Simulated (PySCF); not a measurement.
Compound: C3H7NP (charge +1).
Atom-mapped SMILES: `[CH3:1][PH2+:2][CH2:3][C:4]#[N:5]` (hydrogens: H6, H7, H8 on C1; H9, H10 on P2; H11, H12 on C3)
Bond orders are those of one Lewis drawing.

Computed by this run: PySCF, PBE0-D3(BJ)/def2-SVP geometry optimisation, gas phase; density fitting, grid level 1; the optimiser is geomeTRIC in internal coordinates, started from a GFN2-xTB structure.

Step 0: E = -13980.5931 eV
```
atom  x, y, z in Å  |  force x, y, z in eV/Å
C1     -1.5193   -0.5242   -0.2907    0.198   0.121   0.030
P2     -0.3767    0.4736    0.6703   -0.043  -0.419  -0.934
C3      1.2380    0.6506   -0.1534    0.065  -0.436  -0.036
C4      1.7705   -0.6799   -0.3891   -0.646   2.036   0.299
N5      2.1561   -1.7369   -0.5646    0.733  -2.183  -0.342
H6     -2.4646   -0.6360    0.2438   -0.232   0.019   0.234
H7     -1.7125   -0.0517   -1.2569   -0.004   0.189  -0.220
H8     -1.0857   -1.5138   -0.4603    0.173  -0.232   0.014
H9     -0.1697   -0.1006    1.9033    0.175  -0.346   0.760
H10    -0.8884    1.7285    0.9092   -0.318   0.783   0.133
H11     1.9342    1.2192    0.4752    0.016   0.241   0.167
H12     1.1192    1.1705   -1.1127   -0.117   0.226  -0.106
```

**Question.** Estimate the geometry and energy of step 1. (The exact step hangs on the optimiser's Hessian estimate; all steps are aligned on step 0, rigid shifts and turns removed.)

**Answer.** E = -13980.6571 eV, largest force 0.203 eV/Å
```
atom  x, y, z in Å  |  force x, y, z in eV/Å
C1     -1.5186   -0.5300   -0.2963   -0.034  -0.013   0.006
P2     -0.3814    0.4680    0.6597    0.005   0.043   0.160
C3      1.2445    0.6326   -0.1569   -0.054   0.195   0.013
C4      1.7879   -0.6871   -0.4090    0.066  -0.117  -0.015
N5      2.1580   -1.7685   -0.5849   -0.027   0.031  -0.002
H6     -2.4676   -0.6288    0.2543    0.027  -0.001  -0.021
H7     -1.7033   -0.0492   -1.2694    0.004  -0.007   0.020
H8     -1.0737   -1.5267   -0.4497   -0.007   0.021   0.005
H9     -0.1645   -0.1042    1.9369   -0.033   0.053  -0.127
H10    -0.8934    1.7683    0.8914    0.050  -0.129  -0.041
H11     1.9086    1.2287    0.4956   -0.018  -0.041  -0.027
H12     1.1046    1.1964   -1.0977    0.020  -0.035   0.030
```

The energy changes by -0.0639 eV. The first-order estimate −F·Δx gives -0.1465 eV and the mean of the old and new forces, exact on a quadratic surface, -0.0653 eV. The step makes an angle of 65° with the force vector and moves no atom by more than 0.044 Å.

What follows is the cost of the whole optimisation. Time: 15 s wall; peak memory 0.54 GiB. Hardware: an Intel Xeon Platinum 8488C with one thread (shared host).
